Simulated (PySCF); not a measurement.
**Running PySCF for LiMg**

The script input.py:

```python
from pyscf import gto, scf

mol = gto.M(
    atom='Li 0 0 0; Mg 0 0 3.036',
    basis='cc-pvdz-dk',
    charge=0,
    spin=1,
    verbose=3,
)
mf = scf.ROHF(mol)
mf = mf.sfx2c1e()
mf.kernel()
mf.dip_moment()
print('orbital energies (hartree):', mf.mo_energy[..., max(0, mol.nelec[1]-3):mol.nelec[0]+3].round(4))
```

```bash
$ OMP_NUM_THREADS=1 python input.py
```

Output:

```
converged SCF energy = -207.342607374855
Dipole moment(X, Y, Z, Debye): -0.00000,  0.00000,  0.88738
orbital energies (hartree): [-2.2877 -2.2876 -0.2762 -0.0699  0.0233  0.0233  0.0365]
```

In short: E(SCF) = -207.342607 Eh, μz(SCF) = 0.89 D.

It ran on Arm Neoverse V1 (1 thread, shared host) in 0.75 s, peak memory 0.11 GiB.

The bond length is a typed value, not an optimised one. No search for the lowest solution was made.
